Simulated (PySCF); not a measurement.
Molecule: SMILES S=P(C)(C)C, C3H9PS.

Structure with atom numbers: `[CH3:1][P:2]([CH3:3])([CH3:4])=[S:5]` (H(Xn): hydrogen on atom n).

Geometry PBE0-D3(BJ)/def2-SVP throughout; GIAO in PySCF, gas phase, one conformer, non-relativistic; equivalent atoms averaged; functional PBE0.

For orientation, def2-SVP gives these absolute shieldings σ: C1/C3/C4 169.8, P2 376.4, S5 765.0, H(C1)/H(C3)/H(C4) 30.00 ppm.

A run gave: C1/C3/C4 161.2, P2 291.0, S5 710.0, H(C1)/H(C3)/H(C4) 30.05 ppm (absolute shieldings σ).

Which basis set was used in that run?
A. 6-311+G(2d,p)
B. STO-3G
C. 6-31G
D. def2-TZVP
E. 6-31G*

Answers

A. P2 tells them apart best: 6-311+G(2d,p) gives 291.0, STO-3G gives 632.6, 6-31G gives 419.2, 6-31G* gives 362.3, def2-TZVP gives 270.6 ppm.
